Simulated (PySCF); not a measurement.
Computed with TPSSh-D3(BJ)/def2-TZVP // B3LYP-D3(BJ)/def2-TZVP (PySCF). All species are isolated molecules in the gas phase. 

Reference species (SMILES): `[NH2][AlH]` (neutral, multiplicity 2).

dipole moment: 1.23 D

Changed species: `[NH2]` (radical fragment; the reference has radical fragment).

### Question
Predict the effect on the dipole moment.

### Answer
the dipole moment goes up by 0.69 D, to 1.92 D.
